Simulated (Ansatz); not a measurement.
Geometry optimisation, RKS B3LYP-D4/def2-SVP (Ansatz).

The input (input.yaml):

```yaml
crystal:
  periodic: [false, false, false]
  atoms:
    - { symbol: Al, position_ang: [-0.011622, -0.416296, 0.000714] }
    - { symbol: O, position_ang: [-0.214277, -0.359173, 1.747151] }
    - { symbol: H, position_ang: [-1.090141, -0.422819, 2.149997] }
    - { symbol: H, position_ang: [1.480656, -0.556876, -0.484936] }
    - { symbol: H, position_ang: [-1.290003, -0.529404, -0.926683] }
    - { symbol: "N", position_ang: [0.141406, 2.532901, 0.946222] }
    - { symbol: H, position_ang: [1.011417, 3.055824, 1.050735] }
    - { symbol: H, position_ang: [-0.630184, 3.188859, 1.071795] }
    - { symbol: H, position_ang: [0.100148, 1.832484, 1.714306] }
basis:
  gaussian: { orbitals: def2-SVP }
hamiltonian:
  xc: b3lyp
  dispersion: d4
relax:
  f_tol: 0.03
  max_steps: 50
```

Command:

```bash
$ ansatz run input.yaml --threads 1 --pin off --max-ram 2048MiB --backend cpu --events-out ev --progress --plain --runs-dir out
```

Q: Where does it end, and by what steps?

A: It converged. The force dipped under the threshold on the way, but the program's further checks kept it going. After 17 steps the energy has fallen by 0.895 eV; H3 moved furthest, 0.81 Å. Joined: Al1–N6 (3.10 → 2.06 Å).

```json
{"step": "0", "energy less start (eV)": "0.0000", "largest force component (eV/Å)": "0.928", "accepted": "yes"}
{"step": "1", "energy less start (eV)": "-0.1862", "largest force component (eV/Å)": "0.721", "accepted": "yes"}
{"step": "2", "energy less start (eV)": "-0.4174", "largest force component (eV/Å)": "0.944", "accepted": "yes"}
{"step": "3", "energy less start (eV)": "-0.6772", "largest force component (eV/Å)": "0.789", "accepted": "yes"}
{"step": "4", "energy less start (eV)": "-0.8057", "largest force component (eV/Å)": "0.645", "accepted": "yes"}
{"step": "5", "energy less start (eV)": "-0.8329", "largest force component (eV/Å)": "0.757", "accepted": "yes"}
{"step": "6", "energy less start (eV)": "-0.8674", "largest force component (eV/Å)": "0.351", "accepted": "yes"}
{"step": "7", "energy less start (eV)": "-0.8645", "largest force component (eV/Å)": "0.462", "accepted": "no"}
{"step": "8", "energy less start (eV)": "-0.8783", "largest force component (eV/Å)": "0.104", "accepted": "yes"}
{"step": "9", "energy less start (eV)": "-0.8857", "largest force component (eV/Å)": "0.133", "accepted": "yes"}
{"step": "10", "energy less start (eV)": "-0.8744", "largest force component (eV/Å)": "0.401", "accepted": "no"}
{"step": "11", "energy less start (eV)": "-0.8892", "largest force component (eV/Å)": "0.081", "accepted": "yes"}
{"step": "12", "energy less start (eV)": "-0.8930", "largest force component (eV/Å)": "0.047", "accepted": "yes"}
{"step": "13", "energy less start (eV)": "-0.8945", "largest force component (eV/Å)": "0.009", "accepted": "yes"}
{"step": "14", "energy less start (eV)": "-0.8938", "largest force component (eV/Å)": "0.277", "accepted": "no"}
{"step": "15", "energy less start (eV)": "-0.8947", "largest force component (eV/Å)": "0.007", "accepted": "yes"}
{"step": "16", "energy less start (eV)": "-0.8946", "largest force component (eV/Å)": "0.085", "accepted": "no"}
{"step": "17", "energy less start (eV)": "-0.8948", "largest force component (eV/Å)": "0.012", "accepted": "yes"}
```

```xyz
9
Properties=species:S:1:pos:R:3
Al -0.082 0.175 0.270
O -0.487 -0.254 1.919
H -0.710 -1.139 2.217
H 1.377 -0.215 -0.260
H -1.282 0.258 -0.787
N 0.151 2.134 0.860
H 1.092 2.513 0.741
H -0.515 2.789 0.446
H -0.047 2.063 1.864
```

Time of the run: 73 s on 1 thread of Arm Neoverse N1, on a shared host, peak memory 0.13 GiB.
